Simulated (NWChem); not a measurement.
# Correlation energy of NO

```xyz
2

N      0.0000     0.0000     0.6093
O      0.0000     0.0000    -0.5331
```
Charge 0, spin multiplicity 2.

Everything below was run with NWChem. The geometry was optimised at UPBE0/def2-SVP, a minimum by its harmonic frequencies.

Basis set: cc-pVTZ. Each correlation energy counts from its own Hartree-Fock reference.

| method | correlation energy (mHa) |
|---|---|
| URI-MP2 | -395.7 |
| UMP2 | -395.7 |
| SCS-UMP2 | -384.8 |
| CCSD on ROHF | -407.7 |
| CCSD[T] on ROHF | -428.4 |
| CCSD(T) on ROHF | -426.8 |
| CCSD on UHF | -400.6 |
| CCSD[T] on UHF | -420.4 |
| CCSD(T) on UHF | -418.8 |

The values span 43.6 mHa, from CCSD[T] on ROHF (lowest) to SCS-UMP2 (highest). 

The correlated methods keep 2 core orbitals frozen. The structure started from a generated list of species. The unpaired electrons of the parent sit in orbitals of symmetry b2 (C2v labels of the run); other states weren't searched. No SCF solution was tested for a lower state. Open-shell Hartree-Fock references start from PBE0 orbitals. No row is a measurement; the coupled-cluster row has its own basis-set and correlation limits.
